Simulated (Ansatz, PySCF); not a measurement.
This PySCF input computes a PBE/def2-TZVPD energy:

```python
from pyscf import gto, scf, dft

mol = gto.M(
    atom='''
    O     0.32344914    1.28933772    0.33469062
    C    -0.06628347    0.13205167    0.02906921
    N     0.99352240   -0.76892505   -0.43544358
    C    -1.34549177   -0.39777089    0.05614525
    H     0.80714627   -1.72470693   -0.15261941
    H    -1.55170757   -1.39883087   -0.30543238
    H    -2.18037315    0.23739520    0.32008866
    H     1.85333598   -0.45176843   -0.00274350
    ''',
    basis='def2-tzvpd',
    charge=-1,
    spin=0,
    verbose=4,
)

mf = dft.RKS(mol, xc='pbe').density_fit(auxbasis='def2-universal-jkfit')
mf.grids.level = 3
mf.conv_tol = 1e-9
mf.max_cycle = 100
mf.max_memory = 1500
mf.kernel()
if not mf.converged:
    mf = mf.newton()
    mf.kernel(mf.make_rdm1())
mf.analyze()
```

Q: Write an input for the same energy in Ansatz (an electronic-structure program) and say what it gives.

A: 
Ansatz 0.2 input:
```yaml
crystal:
  periodic: [false, false, false]
  atoms:
    - {symbol: O, position_ang: [0.32344914, 1.28933772, 0.33469062]}
    - {symbol: C, position_ang: [-0.06628347, 0.13205167, 0.02906921]}
    - {symbol: N, position_ang: [0.99352240, -0.76892505, -0.43544358]}
    - {symbol: C, position_ang: [-1.34549177, -0.39777089, 0.05614525]}
    - {symbol: H, position_ang: [0.80714627, -1.72470693, -0.15261941]}
    - {symbol: H, position_ang: [-1.55170757, -1.39883087, -0.30543238]}
    - {symbol: H, position_ang: [-2.18037315, 0.23739520, 0.32008866]}
    - {symbol: H, position_ang: [1.85333598, -0.45176843, -0.00274350]}
basis:
  gaussian:
    orbitals: def2-TZVPD
hamiltonian:
  xc: {name: PBE}
total_charge: -1
output: {forces: true}
```
It gives -208.44981 Eh, and PySCF -208.44989 Eh, a difference of 0.08 mEh, from the treatment of integrals and grids.

It need not be the lowest isomer of its formula. Whether it binds its extra electron was not tested at this geometry.
